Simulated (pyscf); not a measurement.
Elementary routes open to `[NH2][SiH]` [singlet] + `[FH]` in the gas phase (singlet surface):
A. `[NH]=[SiH][F]` + `[H][H]` (H–N, F–H broken; F–Si, H–H formed)
B. `[NH]=[Si]` [singlet] + `[FH]` + `[H][H]` (H–N, H–Si, F–H broken; F–H, H–H formed)
C. `[NH2][Si][F]` [singlet] + `[H][H]` (H–Si, F–H broken; F–Si, H–H formed)

PySCF, gas phase, ωB97X-D3(BJ)/def2-SVP geometries.

Problem. Rank the routes by free-energy barrier at 298 K, lowest first, for ωB97M-D3(BJ)/def2-TZVP energies (ideal gas, 1 atm, RRHO with modes under 100 cm⁻¹ raised to 100, one conformer, R ln 2 for chiral ones without a mode under 150 cm⁻¹).

Solution. C (64.8 kJ/mol), B (152.2 kJ/mol), A (298.2 kJ/mol)

Route C is the fastest of these, ahead of the next by 87.4 kJ/mol. The most stable products are those of C (ΔG = -169.1 kJ/mol), so kinetics and thermodynamics agree. At 1200 K C is still the fastest. A: On the reactant side the descent ends in a complex (not fully relaxed), 19.6 kJ/mol under the separated species and 309.5 kJ/mol under the saddle at ωB97X-D3(BJ)/def2-TZVP. B: On the reactant side the descent ends in a complex, 25.2 kJ/mol under the separated species and 160.7 kJ/mol under the saddle at ωB97X-D3(BJ)/def2-TZVP. On the product side the descent ends in a bound adduct, 35.7 kJ/mol under the separated species and 72.1 kJ/mol under the saddle at ωB97X-D3(BJ)/def2-TZVP. Only these routes are compared; each barrier is that of the saddle found, and lower ones may exist. A restricted solution here is unstable towards spin polarisation, so biradical character is likely and single-reference numbers are less safe.
